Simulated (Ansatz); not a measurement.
Geometry optimisation, Ansatz, RKS LDA/def2-SVPD.

input.yaml

```yaml
crystal:
  periodic: [false, false, false]
  atoms:
    - { symbol: B, position_ang: [0.0, 0.0, 0.0] }
    - { symbol: H, position_ang: [0.0, 0.0, 1.54] }
    - { symbol: H, position_ang: [1.0305, 0.0, -0.595] }
    - { symbol: H, position_ang: [-1.0305, 0.0, -0.595] }
    - { symbol: Cl, position_ang: [0.0903, -2.0478, 0.6811] }
    - { symbol: H, position_ang: [0.0386, -0.8759, 1.6586] }
basis:
  gaussian: { orbitals: def2-SVPD }
hamiltonian:
  xc: lda
relax:
  f_tol: 0.15
  max_steps: 25
  restrain:
    - { distance: [0, 4], at: 3.06, k: 30.0 }
    - { distance: [5, 1], at: 1.86, k: 30.0 }
    - { distance: [0, 1], at: 1.19, k: 30.0 }
    - { distance: [5, 4], at: 1.37, k: 30.0 }
```

Launched with:

```bash
$ ansatz run input.yaml --threads 1 --pin off --max-ram 2048MiB --backend cpu --events-out ev --progress --plain --runs-dir out
```

**Question.** Where does it end, and by what steps?

**Answer.** The run converged. The restraints hold the end off the free minimum. After 7 steps the energy has fallen by 0.957 eV (the restraints' own energy left out); Cl5 moved furthest, 0.67 Å. Joined: B1–H2 (1.54 → 1.21 Å).

```
step  energy less start (eV)  largest force component (eV/Å)  accepted
   0                  0.0000                           3.628       yes
   1                 -0.5528                           2.006       yes
   2                 -0.7436                           2.347       yes
   3                 -0.7259                           1.672       yes
   4                 -0.9248                           1.404       yes
   5                 -0.9566                           0.937       yes
   6                 -0.9628                           0.802       yes
   7                 -0.9572                           1.007       yes
```

```xyz
6
Properties=species:S:1:pos:R:3
B -0.005 0.255 -0.004
H -0.004 0.420 1.190
H 1.054 0.231 -0.595
H -1.065 0.157 -0.584
Cl 0.093 -2.603 1.054
H 0.055 -1.383 1.629
```

Time of the run: 8.9 s on 1 thread of Arm Neoverse V1, on a shared host, peak memory 0.12 GiB.
